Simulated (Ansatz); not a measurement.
**AlC+ (quintet): the correlation ladder, cc-pVTZ**

How much of the correlation energy of AlC+ (quintet) does each wave-function method recover here?

Method: cc-pVTZ, core rule «outside noble gas», up to 6 orbitals frozen; program: Ansatz 0.2.0, Gaussian basis.

Plan: UHF; CCSD(T) on ROHF; CCSD(T) on UHF; BCCD(T) on ROHF; CISD; CCSDT(Q) on ROHF; CCSDT(Q) on UHF; CASSCF and MRCISD+Q, 6 electrons in 8 orbitals; CASSCF and NEVPT2, 6 electrons in 8 orbitals.

14 further runs of the same task are left out: 4 that didn't finish, 10 set aside as unsound or not needed.

## 1. The system

The geometry is a PBE0/def2-TZVP stationary point (not a proven minimum) of the parent state, kept for this charge and spin.

2 atoms, charge 1, spin multiplicity 5.

Atoms are counted from 1 here; the program's logs count them from 0.

Bond lengths: Al1–C2 1.967 Å.

## 2. UHF

in.yaml

```yaml
crystal:
  periodic: [false, false, false]
  atoms:
    - {symbol: Al, position_ang: [0.000000, 0.000000, 0.000000]}
    - {symbol: C, position_ang: [0.000000, 0.000000, 1.966767]}
basis:
  gaussian: {orbitals: cc-pVTZ}
total_charge: 1
magnetization: {spin_polarized: true, initial_magnetization: 4}
hamiltonian: {xc: hf}
output: {orbitals: {seedname: orbitals}}
```

Run with:

```console
ansatz run in.yaml --threads 1 --pin off --events-out ev --progress --plain --max-ram 2393MiB
```

Further steps of the session: CCSD(T) on ROHF; CCSD(T) on UHF; BCCD(T) on ROHF; CISD; CCSDT(Q) on ROHF; CCSDT(Q) on UHF; CASSCF and MRCISD+Q, 6 electrons in 8 orbitals; CASSCF and NEVPT2, 6 electrons in 8 orbitals.

Before running them: what should the planned runs give, taken together? Wanted: UCCSDT(Q) below the RHF energy; RMP2 from UCCSDT(Q); UMP2 from UCCSDT(Q); RCCSD from UCCSDT(Q); RCCSD(T) from UCCSDT(Q); UCCSD(T) from UCCSDT(Q); RCCSDT(Q) from UCCSDT(Q); NEVPT2 valence from UCCSDT(Q); MRCISD+Q valence from UCCSDT(Q).

**Answer**, as computed:

```
                         quantity                                                                     value
   UCCSDT(Q) below the RHF energy                                                                -3.2486 eV
              RMP2 from UCCSDT(Q)                                                           +15.58 kcal/mol
              UMP2 from UCCSDT(Q)                                                           +15.83 kcal/mol
             RCCSD from UCCSDT(Q)                                                            +4.05 kcal/mol
          RCCSD(T) from UCCSDT(Q)                                                            +0.93 kcal/mol
          UCCSD(T) from UCCSDT(Q)                                                            +0.88 kcal/mol
         RCCSDT(Q) from UCCSDT(Q)                                                            +0.09 kcal/mol
    NEVPT2 valence from UCCSDT(Q)                                                           +10.40 kcal/mol
  MRCISD+Q valence from UCCSDT(Q)                                                            +0.69 kcal/mol
levels within 1 kcal/mol (43 meV)  RCCSD(T), UCCSD(T), BCCD(T), RCCSDT, UCCSDT, RCCSDT(Q), MRCISD+Q valence
                    T1 diagnostic                                                                     0.034
   effectively unpaired electrons                                                                      4.01
```

What this shows: RCCSD(T) lands +0.93 kcal/mol from the yardstick (1.2 % of the correlation energy). One determinant dominates. Of the multireference levels listed MRCISD+Q valence comes nearest in total energy (+0.69 kcal/mol), which doesn't show that its space is the better one. These misses are within one basis, not against nature; the frozen cores of restricted and unrestricted runs differ, which can shift their rows.
